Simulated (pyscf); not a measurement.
`[NH2][Ga]([Cl])[Cl]` + `[FH]` → `[NH2][Ga]([F])[Cl]` + `[ClH]` (four-centre exchange; singlet surface; Cl–Ga, F–H broken, F–Ga, Cl–H formed). PySCF, gas phase, ωB97X-D3(BJ)/def2-SVP geometries. Energies in kcal/mol from the separated reactants.

```tsv
level	barrier	reaction energy
PBE/def2-TZVP	0.8	+6.5
r²SCAN/def2-TZVP	[?]	[?]
B3LYP-D3(BJ)/def2-TZVP	3.6	+7.0
PBE0-D3(BJ)/def2-TZVP	[?]	+8.6
M06-2X/def2-TZVP	3.2	+7.8
ωB97M-D3(BJ)/def2-TZVP	4.3	+7.0
```

Problem. Fill in the missing entries.

Solution. 
- r²SCAN/def2-TZVP, barrier: 0.1
- r²SCAN/def2-TZVP, reaction energy: +6.7
- PBE0-D3(BJ)/def2-TZVP, barrier: 2.9

On the reactant side the descent ends in an adduct with a F–Ga contact, 8.3 kcal/mol under the separated species and 12.2 kcal/mol under the saddle at ωB97X-D3(BJ)/def2-TZVP. On the product side the descent ends in a bound adduct, 8.3 kcal/mol under the separated species and 3.2 kcal/mol under the saddle at ωB97X-D3(BJ)/def2-TZVP. At PBE, r²SCAN, B3LYP-D3(BJ), PBE0-D3(BJ), M06-2X, ωB97M-D3(BJ) the saddle lies under the separated products, which points to a path from their complex (located at ωB97X-D3(BJ) alone), and parting the products costs more than the saddle. What is counted as formed (F–Ga) is already present as a longer contact in the reactant adduct; forming that adduct is a step of its own. One saddle was located; it need not be the lowest between these sides. Elements up to Kr have no core potential and no relativistic terms here.
